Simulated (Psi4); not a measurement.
Pair of molecules, SMILES C#C with SMILES C#C (the first has 4 atoms); geometry from S66by8 set.
(charge 0, multiplicity 1):
| atom | x (Å) | y (Å) | z (Å) |
|---|---|---|---|
| C | -0.5991 | -0.0744 | -2.1927 |
| H | -1.6611 | -0.0743 | -2.1986 |
| C | 0.6127 | -0.0745 | -2.1895 |
| H | 1.6747 | -0.0746 | -2.1897 |
| C | -0.0048 | 0.0553 | 1.5857 |
| H | -0.0014 | 0.0215 | 0.5224 |
| C | -0.0088 | 0.0936 | 2.7972 |
| H | -0.0120 | 0.1269 | 3.8581 |

These are SAPT0/jun-cc-pV(D+d)Z (Psi4) values and carry that method's errors.

Q: Give the four SAPT terms and the total, and say what mostly holds the pair together.

A: electrostatics -2.04, exchange 2.06, induction -0.49, dispersion -0.95, total -1.42 kcal/mol; the largest attraction is electrostatics.
